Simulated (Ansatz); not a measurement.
C2H4FNO (`N=C(F)CO`), relaxed with RKS PBE-D4/def2-SVP in Ansatz 0.2.0 from a rough embedded geometry. The force threshold is 0.03 eV/Å; the program also tests the step.

The species carries charge 0 and has multiplicity 1.

Start:

```xyz
9

N     0.707   -1.068    1.122
C    -0.307   -0.444    0.761
F    -1.430   -0.731    1.366
C    -0.378    0.636   -0.275
O     0.781    0.503   -1.204
H     1.529   -0.770    0.527
H    -1.270    0.615   -0.836
H    -0.256    1.594    0.215
H     0.624   -0.333   -1.676
```

Problem. By how much does the energy fall, and how many steps does the optimiser take? (Estimate.)

Solution. Ansatz gave: 0.30 eV, in 9 steps, 1 of them rejected.

Problem. Which bonds change most? (Best estimate.)

Solution. Computed: C4–O5 from 1.491 to 1.409 Å; C4–H7 from 1.054 to 1.116 Å; C2–F3 from 1.308 to 1.350 Å; C4–H8 from 1.083 to 1.112 Å.

Problem. Give the relaxed structure. (Estimate.)

Solution. The calculation gave: 
```xyz
9

N     0.712   -1.175    1.121
C    -0.258   -0.440    0.791
F    -1.420   -0.513    1.473
C    -0.342    0.600   -0.311
O     0.795    0.591   -1.144
H     1.503   -0.940    0.496
H    -1.305    0.458   -0.858
H    -0.406    1.603    0.163
H     0.721   -0.184   -1.730
```
